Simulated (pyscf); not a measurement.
Structures and frequencies: ωB97X-D3(BJ)/def2-SVP in PySCF.

How much does it cost (ΔH, 298 K, ωB97M-D3(BJ)/def2-TZVP) to split Cl–Hf(Cl)(Cl)–Cl at its Cl–Hf bond into Cl• + [Cl–Hf(Cl)–Cl]•?

Cl–Hf to Cl• + [Cl–Hf(Cl)–Cl]•: 494.9 kJ/mol. The 7 functionals that were run give +480.0 (M06-2X) to +521.2 kJ/mol (ωB97X-D3(BJ)). The radicals are drawn with the spin at the cut bond; how far it spreads was not checked. Left out: the spin-orbit lowering of Cl. Open-shell species with a d-block atom are single-reference here; other states, and whether the spin sits on metal or ligand, were not checked. Elements past Kr carry the def2 core potentials, without spin-orbit coupling.
